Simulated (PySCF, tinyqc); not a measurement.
Worked calculation: harmonic frequencies on the RHF/sto-3g surface (energies and gradients from PySCF), for BH, spin multiplicity 1. The lowest restricted solution is unstable here: a spin-polarised one lies 0.0112 hartree lower (PySCF). Computed by tinyqc, a small Python program that keeps every step (integrals from PySCF). Settings: charge = 0, multiplicity = 1, basis = sto-3g, delta = 0.005. Command: `OMP_NUM_THREADS=1 python tinyqc.py 30295 30296 out.jsonl` (the two numbers bound the seeds that draw the settings). One thread of a shared host (Intel(R) Xeon(R) Processor @ 2.60GHz), about 0.8 s of CPU time with the checks.

## One row of the Hessian: 1Bz

optimised positions (bohr):
```
           x         y          z
1B  0.000000  0.000000  -0.006218
2H  0.000000  0.000000   2.285228
```

gradient at +delta (hartree/bohr):
```
             x           y            z
1B  0.00000000  0.00000000   0.00151249
2H  0.00000000  0.00000000  -0.00151249
```

gradient at -delta (hartree/bohr):
```
             x           y            z
1B  0.00000000  0.00000000  -0.00149820
2H  0.00000000  0.00000000   0.00149820
```

Displace 1Bz by +/-0.005 bohr; H(k, :) = (g(+) - g(-)) / (2 delta).

row of the Hessian (hartree/bohr^2): 1Bx 0.00000000, 1By 0.00000000, 1Bz 0.30106952, 2Hx 0.00000000, 2Hy 0.00000000, 2Hz -0.30106952

## Hessian by finite differences

All rows are made in the same way, and the matrix is symmetrised.

Hessian (symmetrised) (hartree/bohr^2), lower triangle:
```
             1Bx          1By          1Bz         2Hx         2Hy         2Hz
1Bx   0.00000108
1By   0.00000000   0.00000108
1Bz   0.00000000   0.00000000   0.30106952
2Hx  -0.00000108   0.00000000   0.00000000  0.00000108
2Hy   0.00000000  -0.00000108   0.00000000  0.00000000  0.00000108
2Hz   0.00000000   0.00000000  -0.30106952  0.00000000  0.00000000  0.30106952
```

## Normal modes

masses (u): 1B 11.009305, 2H 1.007825

Diagonalise H_ij / sqrt(m_i m_j); the 5 smallest eigenvalues belong to translations and rotations; wavenumber = sqrt(eigenvalue / 1822.888) x 219474.63; each mode has its largest component positive (the first on a tie); zero-point energy = sum of wavenumbers / 2, with 349.755 1/cm per kcal/mol.

eigenvalues of the mass-weighted Hessian (hartree/(bohr^2 u)): 0.000000  0.000000  0.000000  0.000001  0.000001  0.326079

harmonic wavenumbers of the vibrations (1/cm): 2935.4

mass-weighted modes:
```
        mode 1
1Bx   0.000000
1By   0.000000
1Bz  -0.289596
2Hx   0.000000
2Hy   0.000000
2Hz   0.957149
```

zero-point energy = 4.196348 kcal/mol
